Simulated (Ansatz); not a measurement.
How far each method lies from full CI for [H···H···Br], doublet

Geometry: a point of a hydrogen-transfer path between rigid fragments, not a stationary point.

```yaml
atoms:
  - { symbol: H, position_ang: [0.0000, 0.0000, -1.1873] }
  - { symbol: H, position_ang: [0.0000, 0.0000, -0.2163] }
  - { symbol: Br, position_ang: [0.0000, 0.0000, 1.4037] }
```

Basis cc-pVDZ; Ansatz 0.2.0. Only valence electrons are correlated (noble-gas cores and the filled d shells of p-block atoms frozen), which leaves 9 electrons in 23 orbitals. R marks a restricted (for open shells ROHF) determinant, U an unrestricted one. Active spaces: pair = (3e, 3o) about the gap; valence = (9e, 6o) chosen from the atoms' valence shells. No spin–orbit coupling is included, and no scalar relativity.

Full CI is exact within this basis and frozen core; it isn't the basis-set limit. The frozen core follows each run's orbitals, which can shift R against U totals by a few meV for light atoms and by up to 0.1 eV past Ca.

For open shells CISD is restricted-active-space CI with the open shells as a complete middle space.

The UHF ⟨S²⟩ is 0.797. The T1 diagnostic (RCCSD) is 0.0219 and the largest doubles amplitude (RCCSD) is 0.081.

```tsv
level	E − E(full CI) (kcal/mol)	share of correlation (%)	wall time
RHF	104.66	0.00	–
RMP2	13.92	86.70	–
CISD	6.78	93.52	0.94 s
RCCSD	1.96	98.12	–
RCCSD(T)	0.38	99.64	1.4 s
BCCD(T)	0.38	99.63	1.3 s
RCCSDT	0.16	99.84	–
RCCSDT(Q)	0.01	99.99	5 s
RCCSDTQ	0.00	100.00	42 s (H100)
CASSCF (pair space)	86.43	17.42	–
NEVPT2 (pair space)	11.91	88.62	1.4 s
CASSCF (valence space)	85.29	18.50	–
NEVPT2 (valence space)	19.36	81.51	0.91 s
MRCISD (valence space)	4.56	95.64	–
MRCISD+Q (valence space)	-0.06	100.06	1.2 s
```

The correlation energy at full CI, counted from RHF, is -4.538 eV. That run took 53 s on 2 threads of AMD EPYC 7R13 with a shared H100 80 GB, shared host over 74,488,220 determinants.

Run but not shown, since their state or frozen core can't be matched to the reference's or they repeat it: UHF, UMP2, UCCSD, UCCSD(T), UCCSDT, UCCSDT(Q), UCCSDTQ.

Times hold each run's SCF and search for its determinant on a shared host, so for small cases they say little of a method's own cost; rows without a card ran on 1 thread of AMD EPYC 7R13.

The full-CI state has the irrep A1 of C2v, in the program's axes (one component, if the state is degenerate).

Natural occupations of full CI about the gap: 1.981 1.964 1.964 1.944 0.998 0.042 0.015 0.015 0.014 0.014; effectively unpaired electrons, Σ n²(2−n)², 1.04.
